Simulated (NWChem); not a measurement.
Correlation energy of methanethiol (CH$_{4}$S)

```
C
H 1 1.0987
H 1 1.0990 2 108.29
H 1 1.0990 2 108.29 3 119.17
S 1 1.8122 2 106.21 3 -120.41
H 5 1.3500 1 97.01 2 180.00
```
Charge 0, spin multiplicity 1.

All runs are NWChem calculations. Structure: optimised with PBE0/def2-SVP, a minimum by its harmonic frequencies.

Basis set: cc-pVDZ. Each correlation energy counts from its own Hartree-Fock reference.

```tsv
method	correlation energy (mHa)	difference from CCSD(T)
RI-MP2	-286.4	+43.5
MP2	-286.4	+43.4
SCS-MP2	-288.5	+41.3
CR-CCSD[T]	-328.4	+1.4
CR-CCSD(T)	-328.2	+1.6
CCSD	-321.6	+8.2
CCSD+T(CCSD)	-330.0	-0.2
CCSD(T)	-329.8	0.0
```

The values span 43.7 mHa, from CCSD+T(CCSD) (lowest) to RI-MP2 (highest). 

The correlated methods keep 6 core orbitals frozen. No row is a measurement; the coupled-cluster row has its own basis-set and correlation limits.
